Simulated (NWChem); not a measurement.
Everything below was run with NWChem. System: disilane (H₆Si₂), charge 0, spin multiplicity 1, at a geometry optimised with B3LYP/def2-SVP. Level: RHF/def2-TZVP.

The NWChem input:

```
start mol
memory heap 200 mb stack 900 mb global 1100 mb
geometry units angstroms nocenter noautoz
  Si     1.176974     0.052134     0.000000
  Si    -1.176974    -0.052134     0.000000
  H      1.662817     0.774669     1.212973
  H      1.662817     0.774669    -1.212973
  H      1.755857    -1.324188     0.000000
  H     -1.662817    -0.774669     1.212973
  H     -1.662817    -0.774669    -1.212973
  H     -1.755857     1.324188     0.000000
  symmetry group C2h
end
basis spherical
  * library def2-tzvp
end
scf
  rhf
  nopen 0
  maxiter 100
  thresh 1e-7
  semidirect memsize 60000000 filesize 0
end
task scf energy
```

NWChem printed:

```
             Northwest Computational Chemistry Package (NWChem) 7.3.0
             --------------------------------------------------------

                                NWChem Input Module
                                -------------------

 Scaling coordinates for geometry "geometry" by  1.889725989
 (inverse scale =  0.529177249)

 Turning off AUTOSYM since
 SYMMETRY directive was detected!

                             Geometry "geometry" -> ""
                             -------------------------

 Output coordinates in angstroms (scale by  1.889725989 to convert to a.u.)

  No.       Tag          Charge          X              Y              Z
 ---- ---------------- ---------- -------------- -------------- --------------
    1 Si                  14.0000     1.17697400     0.05213400     0.00000000
    2 Si                  14.0000    -1.17697400    -0.05213400     0.00000000
    3 H                    1.0000     1.66281700     0.77466900     1.21297300
    4 H                    1.0000     1.66281700     0.77466900    -1.21297300
    5 H                    1.0000     1.75585700    -1.32418800     0.00000000
    6 H                    1.0000    -1.66281700    -0.77466900     1.21297300
    7 H                    1.0000    -1.66281700    -0.77466900    -1.21297300
    8 H                    1.0000    -1.75585700     1.32418800     0.00000000

 Effective nuclear repulsion energy (a.u.)      90.2290530867

            Nuclear Dipole moment (a.u.)
            ----------------------------
        X                 Y               Z
 ---------------- ---------------- ----------------
    -0.0000000000     0.0000000000     0.0000000000

      Symmetry information
      --------------------

 Group name             C2h
 Group number             21
 Group order               4
 No. of unique centers     3

      Symmetry unique atoms

     1    3    5


 Summary of "ao basis" -> "" (spherical)
 ------------------------------------------------------------------------------
       Tag                 Description            Shells   Functions and Types
 ---------------- ------------------------------  ------  ---------------------
 *                         def2-tzvp                  on all atoms

 Summary of "ao basis" -> "ao basis" (spherical)
 ------------------------------------------------------------------------------
       Tag                 Description            Shells   Functions and Types
 ---------------- ------------------------------  ------  ---------------------
 Si                        def2-tzvp                13       37   5s5p2d1f
 H                         def2-tzvp                 4        6   3s1p

                                 NWChem SCF Module
                                 -----------------

  ao basis        = "ao basis"
  functions       =   110
  atoms           =     8
  closed shells   =    17
  open shells     =     0
  charge          =   0.00
  wavefunction    = RHF
  use symmetry    = T
  symmetry adapt  = T

 Summary of "ao basis" -> "ao basis" (spherical)
 ------------------------------------------------------------------------------
       Tag                 Description            Shells   Functions and Types
 ---------------- ------------------------------  ------  ---------------------
 Si                        def2-tzvp                13       37   5s5p2d1f
 H                         def2-tzvp                 4        6   3s1p

      Symmetry analysis of basis
      --------------------------

        ag         36
        au         19
        bg         19
        bu         36

 Forming initial guess at       0.0s

      Superposition of Atomic Density Guess
      -------------------------------------

 Sum of atomic energies:        -580.66967620

      Non-variational initial energy
      ------------------------------

 Total energy =    -581.217276
 1-e energy   =    -983.326138
 2-e energy   =     311.879810
 HOMO         =      -0.328379
 LUMO         =       0.059792

      Symmetry analysis of molecular orbitals - initial
      -------------------------------------------------

  Numbering of irreducible representations:

     1 ag          2 au          3 bg          4 bu

  Orbital symmetries:

     1 bu          2 ag          3 ag          4 bu          5 bu
     6 au          7 ag          8 bg          9 ag         10 bu
    11 ag         12 bu         13 au         14 bu         15 ag
    16 bg         17 ag         18 bu         19 bu         20 au
    21 ag         22 bg         23 ag         24 bu         25 ag
    26 au         27 bu

 Starting SCF solution at       0.6s

 ----------------------------------------------
         Quadratically convergent ROHF

 Convergence threshold     :          1.000E-07
 Maximum no. of iterations :          100
 Final Fock-matrix accuracy:          1.000E-09
 ----------------------------------------------

              iter       energy          gnorm     gmax       time
             ----- ------------------- --------- --------- --------
                 1     -581.3304088143  4.46D-01  1.22D-01      0.6
                 2     -581.3630106849  1.06D-01  2.74D-02      0.7
                 3     -581.3642965779  7.23D-03  2.20D-03      0.8
                 4     -581.3643053656  4.99D-05  1.86D-05      1.0
                 5     -581.3643053660  2.51D-09  9.58D-10      1.2

       Final RHF  results
       ------------------

         Total SCF energy =   -581.364305365952
      One-electron energy =   -985.300460847560
      Two-electron energy =    313.707102394860
 Nuclear repulsion energy =     90.229053086749

        Time for solution =      0.7s

       Symmetry analysis of molecular orbitals - final
       -----------------------------------------------

  Numbering of irreducible representations:

     1 ag          2 au          3 bg          4 bu

  Orbital symmetries:

     1 bu          2 ag          3 ag          4 bu          5 ag
     6 bu          7 au          8 ag          9 bg         10 bu
    11 ag         12 bu         13 bu         14 au         15 ag
    16 bg         17 ag         18 bu         19 bu         20 au
    21 ag         22 bg         23 ag         24 bu         25 ag
    26 au         27 bu

             Final eigenvalues
             -----------------

              1
    1  -68.7721
    2  -68.7721
    3   -6.1231
    4   -6.1230
    5   -4.2294
    6   -4.2291
    7   -4.2291
    8   -4.2290
    9   -4.2290
   10   -4.2287
   11   -0.7545
   12   -0.6767
   13   -0.4987
   14   -0.4987
   15   -0.4727
   16   -0.4727
   17   -0.4043
   18    0.1177
   19    0.1278
   20    0.1278
   21    0.1382
   22    0.1595
   23    0.1595
   24    0.1999
   25    0.2328
   26    0.2595
   27    0.2595

                       ROHF Final Molecular Orbital Analysis
                       -------------------------------------

 Vector   15  Occ=2.000000D+00  E=-4.727156D-01  Symmetry=ag
              MO Center= -4.2D-15,  2.4D-15,  3.4D-15, r^2= 4.9D+00
   Bfn.  Coefficient  Atom+Function         Bfn.  Coefficient  Atom+Function
  ----- ------------  ---------------      ----- ------------  ---------------
    16      0.213887  1 Si py                53     -0.213887  2 Si py
    88     -0.192420  5 H  s                106     -0.192420  8 H  s

 Vector   16  Occ=2.000000D+00  E=-4.727124D-01  Symmetry=bg
              MO Center= -1.9D-16, -2.4D-15,  5.4D-15, r^2= 4.9D+00
   Bfn.  Coefficient  Atom+Function         Bfn.  Coefficient  Atom+Function
  ----- ------------  ---------------      ----- ------------  ---------------
    17      0.214098  1 Si pz                54     -0.214098  2 Si pz
    76      0.166636  3 H  s                 82     -0.166636  4 H  s
    94     -0.166636  6 H  s                100      0.166636  7 H  s

 Vector   17  Occ=2.000000D+00  E=-4.043098D-01  Symmetry=ag
              MO Center=  1.5D-15, -9.2D-16, -4.4D-17, r^2= 3.0D+00
   Bfn.  Coefficient  Atom+Function         Bfn.  Coefficient  Atom+Function
  ----- ------------  ---------------      ----- ------------  ---------------
    15      0.321561  1 Si px                52     -0.321561  2 Si px

 Vector   18  Occ=0.000000D+00  E= 1.176789D-01  Symmetry=bu
              MO Center=  4.0D-15, -2.8D-17,  5.8D-16, r^2= 1.1D+01
   Bfn.  Coefficient  Atom+Function         Bfn.  Coefficient  Atom+Function
  ----- ------------  ---------------      ----- ------------  ---------------
     5      2.524189  1 Si s                 42     -2.524189  2 Si s
    18     -1.917659  1 Si px                55     -1.917659  2 Si px
    15     -0.334334  1 Si px                52     -0.334334  2 Si px
    30      0.266070  1 Si d  2              67     -0.266070  2 Si d  2
    28     -0.154214  1 Si d  0              65      0.154214  2 Si d  0

 Vector   19  Occ=0.000000D+00  E= 1.277805D-01  Symmetry=bu
              MO Center=  4.5D-15, -3.2D-15,  2.4D-15, r^2= 5.2D+00
   Bfn.  Coefficient  Atom+Function         Bfn.  Coefficient  Atom+Function
  ----- ------------  ---------------      ----- ------------  ---------------
    19      0.943644  1 Si py                56      0.943644  2 Si py
    89      0.901389  5 H  s                107     -0.901389  8 H  s
    77     -0.450712  3 H  s                 83     -0.450712  4 H  s
    95      0.450712  6 H  s                101      0.450712  7 H  s

 Vector   20  Occ=0.000000D+00  E= 1.277842D-01  Symmetry=au
              MO Center= -6.3D-16,  1.1D-16,  3.3D-15, r^2= 5.2D+00
   Bfn.  Coefficient  Atom+Function         Bfn.  Coefficient  Atom+Function
  ----- ------------  ---------------      ----- ------------  ---------------
    20      0.944615  1 Si pz                57      0.944615  2 Si pz
    77     -0.780653  3 H  s                 83      0.780653  4 H  s
    95     -0.780653  6 H  s                101      0.780653  7 H  s

 center of mass
 --------------
 x =   0.00000000 y =   0.00000000 z =   0.00000000

 moments of inertia (a.u.)
 ------------------
          42.984783776850         -14.068713895482           0.000000000000
         -14.068713895482         359.974167251413           0.000000000000
           0.000000000000           0.000000000000         360.597087822351

  Mulliken analysis of the total density
  --------------------------------------

    Atom       Charge   Shell Charges
 -----------   ------   -------------------------------------------------------
    1 Si  14    13.86   2.00  0.58  1.39  0.81  0.47  4.12  1.73  0.52  1.54  0.40  0.11  0.16  0.02
    2 Si  14    13.86   2.00  0.58  1.39  0.81  0.47  4.12  1.73  0.52  1.54  0.40  0.11  0.16  0.02
    3 H    1     1.05   0.24  0.56  0.24  0.01
    4 H    1     1.05   0.24  0.56  0.24  0.01
    5 H    1     1.05   0.24  0.56  0.24  0.01
    6 H    1     1.05   0.24  0.56  0.24  0.01
    7 H    1     1.05   0.24  0.56  0.24  0.01
    8 H    1     1.05   0.24  0.56  0.24  0.01

       Multipole analysis of the density wrt the origin
       ------------------------------------------------

     L   x y z        total         open         nuclear
     -   - - -        -----         ----         -------
     0   0 0 0     -0.000000      0.000000     34.000000

     1   1 0 0     -0.000000      0.000000     -0.000000
     1   0 1 0      0.000000      0.000000      0.000000
     1   0 0 1      0.000000      0.000000      0.000000

     2   2 0 0    -24.586692      0.000000    200.027480
     2   1 1 0     -0.038617      0.000000      7.929376
     2   1 0 1      0.000000      0.000000      0.000000
     2   0 2 0    -23.721098      0.000000     21.367459
     2   0 1 1     -0.000000      0.000000      0.000000
     2   0 0 2    -23.719480      0.000000     21.016478

 Task  times  cpu:        1.3s     wall:        1.3s

 Total times  cpu:        1.3s     wall:        1.3s
```
